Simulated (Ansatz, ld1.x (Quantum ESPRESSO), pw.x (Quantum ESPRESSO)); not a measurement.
**Which Mo potential is closest to all-electron in the bcc crystal?**

All use PBEsol, scalar-relativistic, no spin, cutoffs from each file’s atomic test, pw.x 7.5; 15³ k-points, Fermi–Dirac smearing 0.01 Ry. Δ is the rms difference from all-electron LAPW of the E(V) curves that follow from fits to the pressures, over ±6 % in volume. Mesh and smearing are coarse and serve the comparison alone. The files are a selection: those with a ghost or negative overlap were mostly not run, and those with noisy or unconverged pressures or nearly equal Δ are left out.

All-electron: a0 = 3.131 Å (V0 = 15.34 Å³/atom), B0 = 279.7 GPa.

Problem. Rank them by Δ, smallest first.
A. norm-conserving Troullier–Martins (Kleinman–Bylander form), ld1.x (Quantum ESPRESSO) 7.5, PBEsol; core [Kr], reference 4d5 5s1 5p0; waves: 5p (bound, empty): rc 3.65 bohr; 4d (bound): rc 2.35 bohr; 5s (bound): rc 2.50 bohr; local part: the s channel; core correction: Bessel-smoothed model core inside 2.25 bohr.
B. norm-conserving Troullier–Martins (Kleinman–Bylander form), ld1.x (Quantum ESPRESSO) 7.5, PBEsol; core [Kr], reference 4d5 5s0 5p0; waves: 5p (bound, empty): rc 2.70 bohr; 4d (bound): rc 1.80 bohr; 5s (bound, empty): rc 2.25 bohr; local part: the s channel; core correction: none.
C. ultrasoft, ld1.x (Quantum ESPRESSO) 7.5, PBEsol; core [Ar] 3d10, reference 4s2 4p6 4d5 5s1 5p0; waves: 4s (bound): rcut 1.65, rcutus 2.10 bohr; 5s (bound): rcut 1.65, rcutus 2.10 bohr; 4p (bound): rcut 1.95, rcutus 2.25 bohr; 5p (bound, empty): rcut 1.95, rcutus 2.25 bohr; 4d (bound): rcut 1.85, rcutus 2.15 bohr; 4d channel at 0.5 Ry: rcut 1.85, rcutus 2.15 bohr; local part: all-electron potential smoothed inside 1.65 bohr (lloc = -2); core correction: Bessel-smoothed model core inside 1.20 bohr; augmentation: PSQ, inside the norm-conserving radii.

Solution. C (3.9 meV/atom), B (28.5 meV/atom), A (43.3 meV/atom).
